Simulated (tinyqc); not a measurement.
Worked calculation: Hueckel theory of the pi electrons with the omega technique, for the molecule C=C (SMILES; centres numbered as the heavy atoms are written). One step of it, computed by the program tinyqc.

Question. Orbitals, round 1. Diagonalise; E = alpha + x beta with beta < 0, so the largest x are filled first; degenerate levels share their electrons. P = sum n_i c_ri c_si; each orbital has its largest coefficient positive (the first on a tie).

Hueckel matrix in units of beta (H = alpha + beta A):
```
,1C,2C
1C,0.000000,1.000000
2C,1.000000,0.000000
```

pi electrons, sum of z_r less the charge = 2

Give: x values; occupations; coefficients; charge and bond-order matrix P.

Answer.

x values: 1.000  -1.000

occupations: 2.000  0.000

coefficients:
```
,MO1,MO2
1C,0.707,0.707
2C,0.707,-0.707
```

charge and bond-order matrix P:
```
,1C,2C
1C,1.000,1.000
2C,1.000,1.000
```
